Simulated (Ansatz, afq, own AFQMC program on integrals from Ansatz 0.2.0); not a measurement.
# CH3BI, doublet: AFQMC among the cluster methods

```xyz
6

C    -0.3512    0.3520   -0.3242
B     0.1023   -1.0390    0.1788
I     1.8007   -1.4949    1.3427
H    -1.0322    0.7475    0.4548
H     0.4656    1.0816   -0.4480
H    -0.9431    0.2889   -1.2504
```

Connectivity, by distances: CH3–B–I.

Basis def2-TZVP with its core potentials. Noble-gas cores (and the filled d shells of Ga–Kr and In–Xe) are frozen. AFQMC by an in-house program on the Cholesky factors that Ansatz 0.2.0 writes for its CCSD(T) run. The CISD trial takes its coefficients from CCSD amplitudes. Released means that phaseless walkers are propagated on without the constraint, phases kept. Uncertainties: one standard error, sampling alone. No spin–orbit coupling.

Determinant: UHF, the one that the program's search chose, which needn't be the lowest solution. The geometry is a PBE0/def2-SVP stationary point of this or a neighbouring charge and spin state.

No full CI on the walks' own integrals is used here. The released AFQMC energy serves as the reference, which it does only where one determinant dominates, the energy is flat over the last release times and near the phaseless one (40 meV or 2 meV an electron, half that with transition metals). On small molecules, where full CI could be run and the noise was under 10 meV, such values lay within 10 meV of it in 19 cases of 20, a flattering rate, since the rule was set on those same cases; what remains of the bias isn't in the error bar.

Cautions: no spin-orbit coupling; inner d shell frozen; the released value is read at 1.50 1/Eh with a noise of 12 meV, more than in the cases checked (meV from the phaseless value at times in 1/Eh: -16 ± 7 at 0.24, -8 ± 8 at 0.51, -19 ± 10 at 0.99, -13 ± 12 at 1.50).

```
T1 diagnostic                               : 0.0173
weight of the determinant in the CISD state : 0.830
⟨S²⟩ of the determinant                     : 0.757
size of the correlated space                : 17 electrons in 119 orbitals
```

Reference: AFQMC with the constraint released, correlation energy -11.885 ± 0.012 eV.

```csv
level,E − E(reference) (kJ/mol),share of correlation (%)
HF,1146.7 ± 1.2,0.00
MP2,150.0 ± 1.2,86.92
CCSD,52.3 ± 1.2,95.44
CCSD(T),5.8 ± 1.2,99.49
ph-AFQMC/CISD,1.3 ± 1.5,99.89
```

Released energies are given only where the last usable release times agree within the noise; a slower fall can still hide under it.
